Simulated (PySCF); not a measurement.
Working with the constants of SF⁺

PBE0 constants of SF⁺, ³Σ⁻ (triplet), unpaired electrons π ↑↑ (S def2-TZVP, F def2-TZVP; no relativity (PySCF 2.14); masses 31.9721 and 18.9984 u):

* ωe: 1052.3 cm⁻¹
* ωexe: 5.05 cm⁻¹
* Be: 0.62541 cm⁻¹
* αe: 0.00446 cm⁻¹
* De to S⁺ + F: 4.02 eV

Problem. What force constant and bond length do these constants imply?

Solution. Reduced mass μred = 11.917 u; k = 5.8918×10⁻⁷·μred·ωe² (u, cm⁻¹, mdyn/Å) = 7.77 mdyn/Å; Re = √(16.8576/(μred·Be)) (u, cm⁻¹, Å) = 1.504 Å.

Problem. Estimate the centrifugal constant D from the Kratzer relation and find the Dunham coefficient a1.

Solution. D = 4Be³/ωe² = 8.84e-07 cm⁻¹; a1 = −1 − αeωe/(6Be²) = -3.00.

For an ion De counts to the pair picked by the measured ionisation energies or electron affinities, which need not be the lowest pair at this level. The state is the lowest determinant that a PBE0 search found; another state may lie lower at other levels.
